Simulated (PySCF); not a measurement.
`Oc1nncs1`, C₂H₂N₂OS

Geometry:
```tsv
atom	x (Å)	y (Å)	z (Å)
O1	2.042	-0.224	0.413
C2	0.718	-0.189	0.338
N3	0.020	-1.233	0.031
N4	-1.302	-0.988	0.007
C5	-1.615	0.230	0.296
S6	-0.243	1.247	0.638
H7	2.397	0.639	0.651
H8	-2.638	0.610	0.326
```

Theory: PySCF 2.14.0, UKS PBE0/def2-SVP four-point reorganisation energy, gas phase. Geometry: PBE0/def2-SVP.

**Question.** What is the inner reorganisation energy for hole transfer, with the ionisation energy?

**Answer.** λ = 0.483 (surface of the oxidised species) + 0.409 (surface of the starting species) = 0.892 eV. The ionisation energy is 9.84 eV vertical and 9.35 eV adiabatic without zero-point energy; at the relaxed geometry of the oxidised species the two energies differ by 8.94 eV. Largest bond changes: N3–N4 1.345 → 1.238 Å, O1–C2 1.327 → 1.286 Å, C2–N3 1.293 → 1.318 Å, S6–C2 1.753 → 1.762 Å, O1–H7 0.963 → 0.970 Å. ⟨S²⟩ of the relaxed oxidised species 0.758.
